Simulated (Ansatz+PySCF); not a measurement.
The numbers below are computed, except where a source is named.
## Ansatz (development build ahead of 0.2.0) run

```yaml
crystal:
  periodic: [false, false, false]
  atoms:
    - { symbol: "N", position_ang: [0.0, 0.0, -1.09775] }
    - { symbol: "N", position_ang: [0.0, 0.0, 1.09775] }
basis:
  gaussian: { orbitals: cc-pVDZ }
hamiltonian:
  xc: pbe0
scf:
  omitted_lower_state_checks: [stability, starts, atomic_configurations, cluster_reference, orbital_swaps, given_window_search, neighbouring_geometries, increment]
output:
  forces: true
```

The input is written out in the form of the current development build from the run's settings.

The run gave:

```yaml
Converged: yes
Total_energy: -108.88246 hartree
Spin_squared_of_the_determinant: 0.000
```

Forces (eV/Å):
```csv
atom,Fx,Fy,Fz
N1,0.000,0.000,8.247
N2,0.000,0.000,-8.247
```

Caution: an unrestricted determinant lies well below.
